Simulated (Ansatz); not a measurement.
Wavefunction ladder for CH₅AlS

Cartesian coordinates in Å:
```
Al 0.3727 -0.9408 -0.5868
C 0.4844 0.7316 0.4241
S -1.2249 0.2047 0.9234
H -0.2434 -0.8755 -2.0471
H 0.9639 -2.2503 0.0791
H 0.4574 1.7388 0.0170
H 1.0613 0.7203 1.3486
H -1.8714 0.6713 -0.1584
```

Charge 0, multiplicity 1. The bonds changed during the relaxation, so this is another structure than the one it started from. The structure was optimised at the PBE0-D4/def2-TZVP level. It is one conformer, not always the lowest. Frozen core, restricted reference, Ansatz 0.2.0. CBS rows extrapolate triple and quadruple zeta; past MP2 they add the triple-zeta difference.

| basis | HF (Eh) | MP2 corr. |
| --- | --- | --- |
| def2-SVP | -679.97726 | -0.34800 |
| def2-TZVPP | -680.24647 | -0.44379 |
| def2-QZVPP | -680.26683 | -0.47688 |

Task: Estimate the CCSD correlation energy and the (T) correction in each basis where they were run (hartree).

Result: 
```csv
basis,CCSD corr.,(T)
def2-SVP,-0.39352,-0.01149
def2-TZVPP,-0.48777,-0.02034
CBS(def2),-0.54537,as TZ
```
